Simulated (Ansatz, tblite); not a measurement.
# The cluster Cu2F2−: rung by rung

The task here is to estimate one member of a computed series from the others.

Method: as each input shows; program: Ansatz 0.2.0, Gaussian basis.

Plan: GFN1-xTB, GFN2-xTB, PBE-D4/def2-TZVPD, r2SCAN-D4/def2-TZVPD, ωB97X-V/def2-TZVPD, B97M-V/def2-TZVPD, B3LYP-D4/def2-TZVPD, r2SCAN0-D4/def2-TZVPD, B2PLYP/def2-TZVPD, PBE-D4/def2-SVPD, PBE0-D4/def2-SVPD, HF/6-31G, B3LYP-D4/6-31G, CCSD(T)/def2-SVPD, MP2/def2-TZVPD, RPA/def2-TZVPD.

### The relaxed structure

The geometry is that of the doublet, from an earlier relaxation (PBE0-D4/def2-SVPD). At that level it is the lowest of the isomers that a small search found.

4 atoms, charge -1, spin multiplicity 2.

Bond lengths: Cu1–F3 1.980 Å, Cu2–F3 1.869 Å, Cu2–F4 1.809 Å. Angles: F3–Cu2–F4 175.0°, Cu1–F3–Cu2 84.8°.

No spin-orbit coupling is included. The ion is computed in the gas phase, without counter-ions or solvent.

PBE0-D4/def2-TZVPD was run before; its log isn't repeated, and its numbers join the tables.

Set-up of the first run:

Tight binding, by tblite at 300 K electronic temperature and without a spin-polarisation term:

```python
tblite.interface.Calculator('GFN1-xTB', numbers, positions, charge=-1, uhf=1).singlepoint()
```

Tight binding, by tblite at 300 K electronic temperature and without a spin-polarisation term:

```python
tblite.interface.Calculator('GFN2-xTB', numbers, positions, charge=-1, uhf=1).singlepoint()
```

start.molden holds the orbitals of an earlier run on this state, given as this run's starting guess.

in.yaml

```yaml
crystal:
  periodic: [false, false, false]
  atoms:
    - {symbol: Cu, position_ang: [1.796633, -0.793619, -0.092383]}
    - {symbol: Cu, position_ang: [-0.554311, 0.300259, 0.027815]}
    - {symbol: F, position_ang: [-0.049966, -1.499409, 0.022411]}
    - {symbol: F, position_ang: [-1.192346, 1.992769, 0.042156]}
basis:
  gaussian: {orbitals: def2-TZVPD, initial_orbitals: start.molden}
total_charge: -1
magnetization: {spin_polarized: true, initial_magnetization: 1}
hamiltonian: {xc: pbe, dispersion: d4}
scf: {omitted_lower_state_checks: [starts]}
output: {orbitals: {seedname: orbitals}}
```

Run with:

```bash
$ ansatz run in.yaml --threads 4 --pin off --events-out ev --progress --plain --max-ram 3916MiB
```

Steps of the session up to this table: PBE-D4/def2-TZVPD; r2SCAN-D4/def2-TZVPD; ωB97X-V/def2-TZVPD; B97M-V/def2-TZVPD; B3LYP-D4/def2-TZVPD; r2SCAN0-D4/def2-TZVPD; B2PLYP/def2-TZVPD; PBE-D4/def2-SVPD; PBE0-D4/def2-SVPD; HF/6-31G; B3LYP-D4/6-31G; CCSD(T)/def2-SVPD; MP2/def2-TZVPD; RPA/def2-TZVPD.

One of the session's tables, all rows but one given; the rest of the session is left out.

| level | HOMO (eV) | LUMO (eV) | gap (eV) |
| --- | --- | --- | --- |
| HF/6-31G | -1.24 | 5.56 | 6.80 |
| PBE-D4/def2-SVPD | 0.45 | 1.27 | 0.82 |
| PBE-D4/def2-TZVPD | 0.32 | 1.13 | 0.82 |
| r2SCAN-D4/def2-TZVPD | 0.09 | 1.44 | 1.35 |
| B97M-V/def2-TZVPD | 0.42 | 1.03 | 0.60 |
| B3LYP-D4/6-31G | 0.01 | 2.39 | 2.38 |
| B3LYP-D4/def2-TZVPD | ? | ? | ? |
| PBE0-D4/def2-SVPD | -0.23 | 2.25 | 2.48 |
| PBE0-D4/def2-TZVPD | -0.36 | 2.13 | 2.48 |
| r2SCAN0-D4/def2-TZVPD | -0.55 | 2.14 | 2.70 |
| ωB97X-V/def2-TZVPD | -2.09 | 3.99 | 6.08 |

Estimate the missing values for B3LYP-D4/def2-TZVPD.

**Answer.** HOMO (eV): -0.24; LUMO (eV): 1.66; gap (eV): 1.91. In the column «HOMO (eV)» it lies between PBE0-D4/def2-TZVPD (-0.36) and PBE0-D4/def2-SVPD (-0.23).
